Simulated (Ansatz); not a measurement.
# LiMgH+ (doublet): wave-function methods side by side, cc-pVTZ

Aim: climb from Hartree-Fock through coupled cluster for LiMgH+ (doublet) at one geometry and basis, and see what each rung misses.

Method: cc-pVTZ, core rule «outside noble gas», up to 6 orbitals frozen; program: Ansatz 0.2.0, Gaussian basis.

The runs, in order: UHF; CCSD(T) on ROHF; CCSD(T) on UHF; BCCD(T) on ROHF; CCSDT on ROHF; CCSDT on UHF; Full CI.

29 further runs of the same task are left out: 12 for a known fault of the program, 8 that didn't finish, 9 set aside as unsound or not needed. Runs told in other sessions of the task aren't counted.

**1. The geometry**

The geometry is a PBE0/def2-TZVP stationary point (not a proven minimum) of the parent state, kept for this charge and spin.

3 atoms, charge 1, spin multiplicity 2.

Atoms are counted from 1 here; the program's logs count them from 0.

Bond lengths: Mg2–H3 1.746 Å.

Geometry (Å):

```xyz
3
HLiMg
Li    0.0000    0.0000    2.4420
Mg    0.0000    0.0000   -0.3479
H     0.0000    0.0000   -2.0942
```

**2. UHF**

The input, in.yaml:

```yaml
crystal:
  periodic: [false, false, false]
  atoms:
    - {symbol: Li, position_ang: [0.000000, 0.000000, 2.442033]}
    - {symbol: Mg, position_ang: [0.000000, 0.000000, -0.347867]}
    - {symbol: H, position_ang: [0.000000, 0.000000, -2.094167]}
basis:
  gaussian: {orbitals: cc-pVTZ}
total_charge: 1
magnetization: {spin_polarized: true, initial_magnetization: 1}
hamiltonian: {xc: hf}
output: {orbitals: {seedname: orbitals}}
```

Command:

```bash
$ ansatz run in.yaml --threads 1 --pin off --events-out ev --progress --plain --max-ram 2393MiB
```

Further steps of the session: CCSD(T) on ROHF; CCSD(T) on UHF; BCCD(T) on ROHF; CCSDT on ROHF; CCSDT on UHF; Full CI.

**Question.** What will the summary of the whole plan be? Wanted: FCI from the RHF energy; RMP2 from FCI; UMP2 from FCI; RCCSD from FCI; RCCSD(T) from FCI; UCCSD(T) from FCI; T1 diagnostic; effectively unpaired electrons.

As calculated:

```
                         quantity                                                      value
          FCI from the ROHF energy                                                 -1.1730 eV
                    RMP2 from FCI                                             +7.46 kcal/mol
                    UMP2 from FCI                                             +7.23 kcal/mol
                   RCCSD from FCI                                             +0.50 kcal/mol
                RCCSD(T) from FCI                                             +0.15 kcal/mol
                UCCSD(T) from FCI                                             +0.12 kcal/mol
levels within 1 kcal/mol (43 meV)  RCCSD, UCCSD, RCCSD(T), UCCSD(T), BCCD(T), RCCSDT, UCCSDT
                    T1 diagnostic                                                      0.046
   effectively unpaired electrons                                                       1.03
```

**Reading.** RCCSD(T) lands +0.15 kcal/mol from the yardstick (0.6 % of the correlation energy). The occupations are near whole numbers, but T1 = 0.046 shows that the orbitals relax strongly. These misses are within one basis, not against nature; the frozen cores of restricted and unrestricted runs differ, which can shift their rows.

Levels on UHF freeze UHF's core orbitals, full CI those of ROHF, so the U rows can settle a little off it for that reason alone.
